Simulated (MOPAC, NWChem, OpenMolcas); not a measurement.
# C2H5F (SMILES CCF): methods side by side

C2H5F has 8 atoms, charge 0, and is taken as a singlet. As SMILES, `CCF`. The coordinates come from a PBE0-D4/def2-TZVP relaxation.

Quantity: the dipole moment, in D. The values are calculated.

**The experiment to reproduce.** NIST CCCBDB gives the dipole moment of the gas as 1.96 D.

```tsv
level	kind	program	value (D)	computed − measured	CPU time
PM7	semi-empirical	MOPAC	1.98	+0.02	under 2 s
HF/aug-cc-pVDZ	Hartree–Fock	NWChem	2.12	+0.16	53 s
SVWN5/aug-cc-pVDZ	LDA	NWChem	1.88	-0.08	28 s
revPBE/aug-cc-pVDZ	GGA	NWChem	1.81	-0.15	22 s
TPSS/aug-cc-pVDZ	meta-GGA	OpenMolcas	1.85	-0.11	93 s
PBE0/aug-cc-pVDZ	global hybrid	NWChem	1.92	-0.04	46 s
CAM-B3LYP/aug-cc-pVDZ	range-separated hybrid	NWChem	1.99	+0.03	2.8 min
```

Nearest: PM7 (+0.02 D); farthest: HF/aug-cc-pVDZ (+0.16 D). The measured dipole is a vibrational average, so differences of a few hundredths of a debye mean little. Computed less measured by kind, in D (aug-cc-pVDZ rows): semi-empirical +0.02; Hartree–Fock +0.16; LDA -0.08; GGA -0.15; meta-GGA -0.11; global hybrid -0.04; range-separated hybrid +0.03. CPU times are rough (shared hosts, several kinds of processor): they show what a rung costs within a factor of a few.
